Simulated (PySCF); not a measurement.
# SCl2O2 (sulfuryl chloride) at 4 levels

Wanted: a comparison of 4 runs (B3LYP/6-31G*, CAM-B3LYP/cc-pVDZ, SVWN5/cc-pVDZ, wB97X/cc-pVDZ) of SCl2O2 (sulfuryl chloride). The job is set up through a Python script.

The calculation is run with PySCF 2.14.0.

2 further runs of the same task are left out: 1 that didn't finish, 1 set aside as unsound or not needed.

## (1) The molecule

SCl2O2: 5 atoms, total charge 0, spin state singlet. As SMILES, `O=S(=O)(Cl)Cl`. Geometry: relaxed at PBE0-D4/def2-TZVP.

Bond lengths: O1–S2 1.415 Å, S2–O3 1.416 Å, S2–Cl4 2.013 Å, S2–Cl5 2.013 Å. Angles: O1–S2–O3 123.0°, O1–S2–Cl4 107.8°, O1–S2–Cl5 107.8°, O3–S2–Cl4 107.8°, O3–S2–Cl5 107.8°, Cl4–S2–Cl5 100.5°.

## (2) A single-point energy at B3LYP/6-31G(d) (spherical functions) (run 1)

Input file run.py:

```python
from pyscf import gto, dft

mol = gto.M(
    atom='''
O    0.866100   0.300300  -1.246600
S   -0.068500   0.126800  -0.197800
O   -1.381700   0.653700  -0.241000
Cl  -0.209600  -1.845200   0.179900
Cl   0.793700   0.764400   1.505600
''',
    basis='6-31g*',
    verbose=3,
    spin=0,
    max_memory=1860,
)

myscf = dft.RKS(mol)
myscf.xc = 'b3lyp'
myscf.conv_tol = 1e-10
myscf.grids.level = 5
myscf.kernel()
if not myscf.converged:
    myscf = myscf.newton().run(myscf.mo_coeff, myscf.mo_occ)

e_final = myscf.e_tot
print('E = %.10f Eh' % e_final)
```

Run with:

```console
$ OMP_NUM_THREADS=1 python run.py
```

The log of the run:

```text
converged SCF energy = -1468.92389318236
E = -1468.9238931824 Eh
```

Wall time 18 s (1 thread of Arm Neoverse V1, shared host); peak memory 0.43 GiB.

## (3) The energy at CAM-B3LYP/cc-pVDZ (run 2)

Input file calc.py:

```python
from pyscf import gto, dft

mol = gto.Mole()
mol.atom = '''
O      0.866100     0.300300    -1.246600
S     -0.068500     0.126800    -0.197800
O     -1.381700     0.653700    -0.241000
Cl    -0.209600    -1.845200     0.179900
Cl     0.793700     0.764400     1.505600
'''
mol.basis = 'cc-pvdz'
mol.verbose = 3
mol.max_memory = 1860
mol.spin = 0
mol.build()

mf = dft.RKS(mol, xc='cam-b3lyp')
mf.conv_tol = 1e-10
mf.grids.level = 5
mf.kernel()
if not mf.converged:
    mf = mf.newton().run(mf.mo_coeff, mf.mo_occ)

e_tot = mf.e_tot
print('E = %.10f Eh' % e_tot)
```

Run with:

```console
$ OMP_NUM_THREADS=1 python calc.py
```

The log of the run:

```text
converged SCF energy = -1468.94291980828
E = -1468.9429198083 Eh
```

It took 29 s on 1 thread of Arm Neoverse V1, shared host; peak memory 0.43 GiB.

Run 3 isn't shown in full; the table further down has it.

## (4) A single-point energy at wB97X/cc-pVDZ (run 4)

Input file job.py:

```python
from pyscf import gto, dft

system = gto.M(
    atom=[
    ('O', (0.866100, 0.300300, -1.246600)),
    ('S', (-0.068500, 0.126800, -0.197800)),
    ('O', (-1.381700, 0.653700, -0.241000)),
    ('Cl', (-0.209600, -1.845200, 0.179900)),
    ('Cl', (0.793700, 0.764400, 1.505600)),
],
    basis='cc-pvdz',
    verbose=3,
    max_memory=1860,
)

myscf = dft.RKS(system, xc='wb97x')
myscf.grids.level = 5
myscf.conv_tol = 1e-10
myscf.kernel()
if not myscf.converged:
    myscf = myscf.newton().run(myscf.mo_coeff, myscf.mo_occ)

e_final = myscf.e_tot
print(f'total energy: {e_final:.8f} hartree')
```

Run with:

```console
$ OMP_NUM_THREADS=1 python job.py
```

The log of the run:

```text
converged SCF energy = -1468.91197079737
total energy: -1468.91197080 hartree
```

Run time: 32 s. Hardware: 1 thread of Arm Neoverse V1, shared host; peak memory 0.43 GiB.

## (5) Overview of the runs

| run | level | energy (Eh) | dipole moment (D) | HOMO energy (eV) | LUMO energy (eV) | wall time |
| --- | --- | --- | --- | --- | --- | --- |
| 1 | B3LYP/6-31G* (spherical functions) | -1468.923893 | 1.48 | -9.52 | -3.32 | 18 s |
| 2 | CAM-B3LYP/cc-pVDZ | -1468.942920 | 1.54 | -11.04 | -1.73 | 29 s |
| 3 | SVWN5/cc-pVDZ | -1463.610218 | 1.26 | -8.18 | -3.93 | 12 s |
| 4 | wB97X/cc-pVDZ | -1468.911971 | 1.50 | -12.15 | -0.71 | 32 s |

## (6) What came out

| quantity | value |
| --- | --- |
| run 4: total energy | -1468.91197 Eh |
| run 4: dipole moment | 1.50 D |
| run 4: HOMO energy | -12.15 eV |
| run 4: LUMO energy | -0.71 eV |
| run 4: HOMO–LUMO gap | 11.43 eV |

**Reading.** The dipole moment (its size) runs from 1.26 D (SVWN5/cc-pVDZ) to 1.54 D (CAM-B3LYP/cc-pVDZ). The HOMO–LUMO gap runs from 4.25 eV (SVWN5/cc-pVDZ) to 11.43 eV (wB97X/cc-pVDZ). Totals of different functionals can't be ranked against each other. All runs together took 90 s, the longest 32 s.
